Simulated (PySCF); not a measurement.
# CCSDT/STO-3G run of MgO (magnesium oxide)

Aim: the vertical ionisation energy of MgO (magnesium oxide) at CCSDT/STO-3G, from 2 runs. The job is set up through a Python script.

Program for the calculation: PySCF 2.14.0.

12 further runs of the same task are left out: 5 that didn't finish, 7 set aside as unsound or not needed.

## Step 1: Starting point

MgO has 2 atoms, charge 0, and is taken as a singlet. SMILES: `[O]=[Mg]`. The coordinates come from a PBE0-D4/def2-TZVP relaxation.

Bond lengths: O1–Mg2 1.733 Å.

## Step 2: The energy at CCSDT/STO-3G

calc.py reads:

```python
from pyscf import gto, scf, cc

mol = gto.M(
    atom='''
O      0.000000     0.000000    -0.085642
Mg     0.000000     0.000000     3.188516
''',
    verbose=4,
    max_memory=1860,
    spin=0,
    basis='sto-3g',
    unit='bohr',
    charge=0,
)

mf = scf.RHF(mol)
mf.conv_tol = 1e-10
mf.kernel()
if not mf.converged:
    mf = mf.newton().run(mf.mo_coeff, mf.mo_occ)

mycc = cc.CCSDT(mf, frozen=2)
mycc.kernel()
etot = mycc.e_tot
print('Final energy', etot)
```

Started as:

```console
$ OMP_NUM_THREADS=1 python calc.py
```

The program printed:

```text
PySCF version 2.14.0

[INPUT] num. atoms = 2
[INPUT] num. electrons = 20
[INPUT] charge = 0
[INPUT] spin (= nelec alpha-beta = 2S) = 0
[INPUT] symmetry False subgroup None
[INPUT] Mole.unit = bohr
[INPUT] Symbol           X                Y                Z      unit          X                Y                Z       unit  Magmom
[INPUT]  1 O      0.000000000000   0.000000000000  -0.045319794698 AA    0.000000000000   0.000000000000  -0.085642000000 Bohr   0.0
[INPUT]  2 Mg     0.000000000000   0.000000000000   1.687290003854 AA    0.000000000000   0.000000000000   3.188516000000 Bohr   0.0

nuclear repulsion = 29.3205153813591
number of shells = 8
number of NR pGTOs = 42
number of NR cGTOs = 14
basis = sto-3g
ecp = {}

[... 39 lines left out ...]
converged SCF energy = -270.771043370081
[... 16 lines left out ...]
WARN: A large `blksize` is being used, which may cause large memory consumption
[... 13 lines left out ...]
Init t2, MP2 energy = -270.865665140751  E_corr(MP2) -0.094621770670
[... 20 lines left out ...]
RCCSDT converged
[... 3 lines left out ...]
Final energy -270.904458667984
```

It took 1.2 s on 1 thread of Arm Neoverse V1, shared host; peak memory 0.1 GiB.

## Step 3: The doublet cation

job.py reads:

```python
from pyscf import gto, scf, cc

mol = gto.M(
    atom='O -0.000000 -0.000000 -0.045320; Mg 0.000000 0.000000 1.687290',
    max_memory=1860,
    charge=1,
    basis='sto-3g',
    spin=1,
    verbose=3,
)

myscf = scf.UHF(mol)
myscf.conv_tol = 1e-10
myscf.kernel()
if not myscf.converged:
    myscf = myscf.newton().run(myscf.mo_coeff, myscf.mo_occ)

mycc = cc.CCSDT(myscf, frozen=2)
mycc.kernel()
energy = mycc.e_tot
print(f'total energy: {energy:.8f} hartree')
```

Started as:

```console
$ OMP_NUM_THREADS=1 python job.py
```

The program printed:

```text
converged SCF energy = -270.788533541512  <S^2> = 0.9935252  2S+1 = 2.2302692
_make_eris_incore_UCCSDT

WARN: A large `blksize_v_aaa` is being used, which may cause large memory consumption
      for storing contraction intermediates. If memory is sufficient, consider using
      `pyscf.cc.uccsdt_highm.UCCSDT` instead.

WARN: A large `blksize_v_aab` is being used, which may cause large memory consumption
      for storing contraction intermediates. If memory is sufficient, consider using
      `pyscf.cc.uccsdt_highm.UCCSDT` instead.

UCCSDT converged
E(UCCSDT) = -270.8485869754662   E_corr = -0.06005343395427191
E_corr(same-spin) = -0.0115214430959135
E_corr(oppo-spin) = -0.0485319908583584
total energy: -270.84858698 hartree
```

It took 2.4 s on 1 thread of Arm Neoverse V1, shared host; peak memory 0.11 GiB.

## Step 4: What came out

Level: CCSDT/STO-3G, 2 core orbitals frozen.

| quantity | value |
| --- | --- |
| singlet MgO: total energy | -270.90446 Eh |
| singlet MgO: dipole moment (Hartree–Fock density) | 5.13 D |
| singlet MgO: HOMO energy (Hartree–Fock orbitals) | -3.08 eV |
| singlet MgO: LUMO energy (Hartree–Fock orbitals) | 8.09 eV |
| singlet MgO: HOMO–LUMO gap (Hartree–Fock orbitals) | 11.17 eV |
| singlet MgO: correlation energy (2 core orbitals frozen) | -133.4 mEh |
| singlet MgO: T1 diagnostic | 0.037 |
| doublet cation: total energy | -270.84859 Eh |
| doublet cation: HOMO energy (Hartree–Fock orbitals) (highest over α and β) | -12.82 eV |
| doublet cation: LUMO energy (Hartree–Fock orbitals) (lowest over α and β) | -1.48 eV |
| doublet cation: correlation energy (2 core orbitals frozen) | -60.1 mEh |
| doublet cation: ⟨S²⟩ of the reference determinant | 0.994 |
| doublet cation: T1 diagnostic | 0.043 |
| vertical ionisation energy (to the doublet cation), in doubt | 1.520 eV |

**Reading.** Removing an electron at fixed nuclei costs 1.52 eV (35 kcal/mol). This value lies far from the orbital energy or is too small for a neutral ground state: the hole may sit in another orbital, or the first species is not in its lowest state. In a minimal basis such a difference can be off by several eV, whatever the method. The T1 diagnostic (singlet MgO) of 0.037 is above the customary mark for such species, so a single reference may not serve. ⟨S²⟩ (doublet cation) is 0.99 where a pure doublet has 0.75: the reference is spin-contaminated.
